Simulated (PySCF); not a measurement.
From one molecule to another.

First species: C₃H₂ClFO.
InChI=1S/C3H2ClFO/c4-3(5)1-2-6/h1,3H/t3-/m0/s1

Second species: H6SSi2.
Bonds: Si1–S2, S2–Si3. Hydrogens: H4, H5, H6 on Si1; H7, H8, H9 on Si3.

Levels: PBE0/def2-SVPD for dipole moment, HOMO energy, LUMO energy, HOMO–LUMO gap, static isotropic polarisability and electronic spatial extent ⟨r²⟩ about the centre of nuclear charge; TDDFT PBE0/def2-SVPD for lowest singlet excitation; TDA PBE0/def2-SVPD for lowest triplet excitation (Tamm–Dancoff); GFN2-xTB for rotational constant A and rotational constant C. Geometries: GFN2-xTB. Each species is one conformer at its optimised geometry, gas phase, non-relativistic unless stated; the electronic structure was computed with PySCF and density fitting.

The conformers computed, where there is a choice (atom-mapped SMILES and torsion angles):
- `[O:1]=[C:2]=[CH:3][C@H:4]([F:5])[Cl:6]`: C2–C3–C4–F5 32°

| property | column X | column Y |
| --- | --- | --- |
| dipole moment | 2.53 D | 1.29 D |
| HOMO energy | -7.64 eV | -7.30 eV |
| LUMO energy | -1.81 eV | -0.37 eV |
| HOMO–LUMO gap | 5.83 eV | 6.93 eV |
| lowest singlet excitation | 3.75 eV | 5.63 eV |
| lowest triplet excitation (Tamm–Dancoff) | 3.37 eV | 5.29 eV |
| static isotropic polarisability | 55.1 au | 76.3 au |
| electronic spatial extent ⟨r²⟩ about the centre of nuclear charge | 742 bohr² | 585 bohr² |
| rotational constant A | 5.311 GHz | 10.467 GHz |
| rotational constant C | 1.518 GHz | 2.203 GHz |

Question: Which column belongs to which species?

Answer: Column X is the first species and column Y the second. The first has 8 atoms and 54 electrons, the second 9 and 50.

Question: How does each property change from the first species to the second?

Answer: dipole moment -1.24 D; HOMO energy +0.34 eV; LUMO energy +1.44 eV; HOMO–LUMO gap +1.10 eV; lowest singlet excitation +1.88 eV; lowest triplet excitation (Tamm–Dancoff) +1.92 eV; static isotropic polarisability +21.2 au; electronic spatial extent ⟨r²⟩ about the centre of nuclear charge -157 bohr²; rotational constant A +5.156 GHz; rotational constant C +0.685 GHz.

On the first: No computed singlet falls in the visible range (750 to 380 nm, 1.65 to 3.26 eV); S1 lies 0.49 eV above its blue end. The dipole matches unit charges of opposite sign 0.53 Å apart (1 e·Å = 4.8032 D).

On the second: In wavenumbers S1 is 45400 cm⁻¹ (1 eV = 8065.54 cm⁻¹). The principal polarisabilities are 64.4, 71.5 and 93.0 au; their mean is the isotropic value.
